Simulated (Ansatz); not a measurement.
# CH4O2: a ladder of functionals and wavefunction methods

One table from this session's results is given with a row withheld; the runs are named, their logs left out.

Program: Ansatz 0.2.0, Gaussian basis. Level of theory: functionals in def2-TZVPP, the program's frozen cores in correlated methods. These are calculated values, not measurements.

Plan: PBE-D4, r2SCAN-D4, PBE0-D4, B3LYP-D4, ωB97X-V, ωB97M-V, B2PLYP; CCSD(T)/def2-TZVPP; CCSD(T)/def2-QZVPP; extrapolation to the limit.

## Structure used throughout

The geometry comes from an earlier relaxation with PBE0-D4 in a triple-zeta def2 set; it is a stationary point, not always the lowest conformer.

SMILES `OCO`, 7 atoms, charge 0, spin multiplicity 1.

Atoms are counted from 1 here; the program's logs count them from 0.

Bond lengths: O1–C2 1.396 Å, O1–H4 0.962 Å, C2–O3 1.396 Å, C2–H5 1.095 Å, C2–H6 1.095 Å, O3–H7 0.962 Å. Angles: C2–O1–H4 107.9°, O1–C2–O3 112.9°, O1–C2–H5 105.2°, O1–C2–H6 112.0°, O3–C2–H5 112.0°, O3–C2–H6 105.2°, H5–C2–H6 109.5°, C2–O3–H7 107.9°.

The first run:

Contents of in.yaml:

```yaml
crystal:
  periodic: [false, false, false]
  atoms:
    - {symbol: O, position_ang: [-0.858953, -0.639912, 0.581364]}
    - {symbol: C, position_ang: [-0.166255, 0.137655, -0.349002]}
    - {symbol: O, position_ang: [1.151558, 0.397727, 0.032762]}
    - {symbol: H, position_ang: [-0.410510, -1.488357, 0.650581]}
    - {symbol: H, position_ang: [-0.752907, 1.056639, -0.449881]}
    - {symbol: H, position_ang: [-0.091592, -0.357468, -1.322735]}
    - {symbol: H, position_ang: [1.128659, 0.893726, 0.856901]}
basis:
  gaussian: {orbitals: def2-TZVPP}
hamiltonian: {xc: pbe, dispersion: d4}
output: {forces: true, orbitals: {seedname: orbitals}}
```

The run is started by

```bash
$ ansatz run in.yaml --threads 2 --pin off --events-out ev --progress --plain --max-ram 20480MiB --backend cpu
```

Steps of the session up to this table: PBE-D4 (GGA); r2SCAN-D4 (meta-GGA); PBE0-D4 (hybrid); B3LYP-D4 (hybrid); ωB97X-V (range-separated); ωB97M-V (range-separated); B2PLYP (double hybrid); CCSD(T) in def2-TZVPP; CCSD(T) in def2-QZVPP.

One of the session's tables, all rows but one given; the rest of the session is left out.

| method | atomisation energy (kJ/mol) |
| --- | --- |
| PBE-D4 | 2660.2 |
| r2SCAN-D4 | 2592.9 |
| PBE0-D4 | 2583.9 |
| B3LYP-D4 | 2585.8 |
| ωB97X-V | 2592.9 |
| ωB97M-V | 2600.7 |
| B2PLYP | 2566.0 |
| HF/def2-TZVPP | 1773.3 |
| MP2/def2-TZVPP | 2585.2 |
| CCSD/def2-TZVPP | 2486.8 |
| CCSD(T)/def2-TZVPP | ? |
| MP2/CBS | 2660.3 |
| CCSD(T)/CBS | 2598.9 |

**Question.** Estimate the row for CCSD(T)/def2-TZVPP.

As computed: atomisation energy (kJ/mol): 2528.5. In the column «atomisation energy (kJ/mol)» it lies between CCSD/def2-TZVPP (2486.8) and B2PLYP (2566.0).
